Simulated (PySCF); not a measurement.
## pyrazine radical anion: computed EPR parameters against published values

Measured values to reproduce: a(1H H7/H8/H9/H10) -2.64 G [1]; a(13C C1/C2/C4/C5) -2.88 G [1]; a(14N N3/N6) 7.21 G [1]. Sources and the comparison follow the method.

Species: pyrazine radical anion, C4H4N2 (charge -1 and doublet state).
Numbering: `[cH:1]1[cH:2][n:3][cH:4][cH:5][n:6]1` (hydrogens: H7 on C1; H8 on C2; H9 on C4; H10 on C5)

Structure used (PBE0-D3(BJ)/def2-SVP), in Å, numbered top down from 1:
```
atom  x, y, z in Å
C1     1.0936   -0.7406    0.0298
C2     1.1593    0.6340    0.0151
N3     0.0730    1.4707   -0.0201
C4    -1.0894    0.7422   -0.0388
C5    -1.1565   -0.6323   -0.0241
N6    -0.0694   -1.4682    0.0111
H7     2.0330   -1.3166    0.0585
H8     2.1497    1.1177    0.0322
H9    -2.0286    1.3183   -0.0675
H10   -2.1470   -1.1158   -0.0413
```

Identity: pyrazine radical anion, `c1cnccn1` [SMILES of the parent framework; charge -1 and doublet state].

Theory: UKS B3LYP, IGLO-III on C N, pcH-1 on H, non-relativistic, mean-field spin-orbit, GIAO (PySCF). Whether the extra electron is bound in the gas phase wasn't checked; a finite basis holds it in any case. The geometry's basis has no diffuse functions, a weakness for an anion. No stability test was run, so a lower SCF solution isn't excluded. No frequencies were computed at this geometry's level, so the symmetric structure isn't shown to be a minimum.

```csv
nucleus,computed a_iso (MHz),published,in MHz,difference of magnitudes (MHz),source
1H H7/H8/H9/H10,-7.0,-2.64 G,-7.4,-0.4,[1]
13C C1/C2/C4/C5,-10.2,-2.88 G,-8.1,+2.1,[1]
14N N3/N6,18.5,7.21 G,20.2,-1.7,[1]
```

Values published in field units are turned into MHz with the computed g_iso.

Sources: [1] measured, solution or matrix (EPR); Pople, Beveridge, Approximate Molecular Orbital Theory, McGraw-Hill 1970 (compilation of measured values).

In relative terms the largest miss is 13C C1/C2/C4/C5, by 26 %. The measured numbers hold vibrational averaging and, outside the gas phase, effects of the matrix or solvent; the computed ones belong to one rigid, isolated geometry and carry the errors of functional and basis. An EPR spectrum gives magnitudes, so published signs often rest on theory.

The Mulliken spin populations are largest on N6 (+0.41) and N3 (+0.41).

The unrestricted determinant has ⟨S²⟩ = 0.7603 (exact 0.7500), so spin contamination is small.

Hardware: an Arm Neoverse V2 with one thread, on a shared host. Cost: 32 s wall.
